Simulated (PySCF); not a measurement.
**Structure from 2D NMR**

Compound of formula C3H6FNO. Correlations simulated from computed shifts and the bond graph:

HSQC (one-bond C–H):
```csv
δH,δC
5.04,83.3
2.57,37.2
```

COSY cross peaks (H two or three bonds apart, from the bond graph; peaks can be absent where the dihedral angle is near 90°):
```csv
δH,δH
5.04,2.57
4.77,4.56
```

HMBC (two and three bonds, from the bond graph):
```csv
δH,δC
5.04,"170.0, 37.2"
4.77,"170.0, 37.2"
4.56,"170.0, 37.2"
2.57,"170.0, 83.3"
```

Carbons without hydrogens: δ 170.0.

[PySCF: GIAO PBE0/pcSseg-1 shieldings; coordinates at the GFN2-xTB level; rapidly exchanging positions averaged; isolated molecule; non-relativistic Hamiltonian; single conformer]

Scale: $^{1}$H (σref 31.72) and $^{13}$C (σref 186.93) vs TMS (reference shieldings calculated alike).

Exchangeable hydrogens are left out of these lists.

**Question.** Which molecule is this?

**Answer.** SMILES NC(=O)CCF.

Structure with atom numbers: `[NH2:1][C:2](=[O:3])[CH2:4][CH2:5][F:6]`; H(Xn) means a hydrogen on atom n. Ha(N1) is cis to the C=O or C=S heteroatom; Hb(N1) is trans to the C=O or C=S heteroatom.

1. δC 170.0 is C2, an amide carbonyl carbon.
2. δC 83.3 is C5, an sp3 CH2 bonded to F (δH 5.04).
3. δC 37.2 is C4, an sp3 CH2 α to a carbonyl (δH 2.57).
4. HMBC from δH 5.04 reaches the proton-free carbon C2.
5. HMBC from δH 2.57 reaches the proton-free carbon C2.
6. COSY links 5.04–2.57, 4.77–4.56.

This is the structure that produced the data.

OH/NH shifts are gas-phase values; hydrogen bonding in solution moves them, usually downfield. Rotation about the amide-type C–N bond is slow at room temperature, so the two groups on nitrogen are listed apart. Shifts are as computed. Against solution values, carbons near 30 ppm lie about +3 ppm off and those near 130 ppm about +5 ppm. Of 1211 compounds with measured shifts, 218 miss one by over three times the rms of a fit or turn the order of signals round; such compounds aren't used in these exercises. The C=O carbon of an acid or of an amide with N–H lies up to 10 ppm further downfield in solution, through hydrogen bonding that the calculation lacks.
